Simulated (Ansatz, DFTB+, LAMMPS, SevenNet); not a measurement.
## Elastic constant C12 of hcp Re: levels of theory against measurement

Reference value: 273 GPa (measured, temperature not stated, no zero-point or thermal correction; as tabulated in Mehl and Papaconstantopoulos (1996), arXiv:mtrl-th/9602003).

```csv
level (code),value (GPa),cell (Å³/atom),difference (%)
Lennard-Jones jacobson2022 (LAMMPS),532,14.70,+95
GFN1-xTB as cut by DFTB+,65.6,17.23,-76
SevenNet-0,337,15.09,+23
PBE (Ansatz),266,14.95,-2.6
r²SCAN (Ansatz),292,14.70,+7.0
```

The reference's temperature isn't stated, so close values are not ranked against it. Off by more than 25 %, or 35 % on the side where a correction would as a rule narrow the miss (bounds picked here): Lennard-Jones jacobson2022 (+95 %), GFN1-xTB as cut by DFTB+ (-76 %).

The reference isn't brought to a static lattice, while the calculations are for one, so the differences are not the levels' errors alone.  Density-functional levels without +SOC have no spin–orbit coupling. GFN1-xTB as cut by DFTB+: the method was fitted mainly to molecules. GFN1-xTB as cut by DFTB+: codes differ in how they cut the long-range tail of xTB's charge interaction in a crystal, so the value belongs to this code. Each level is taken at its own relaxed cell. Cutoffs differ between the levels. Ansatz's density-functional and Hartree–Fock values are scalar-relativistic unless marked +SOC, with PAW data made under PBE.

Empirical potentials (Lennard-Jones jacobson2022) are fitted to chosen data: where that held the value shown, agreement is built in, and what lay outside the fit can be far off. Machine-learned potentials (SevenNet-0) are trained on DFT data: a solid inside that data is no test of them.

Differences are worked out from the printed values.

Ansatz is an electronic-structure program.
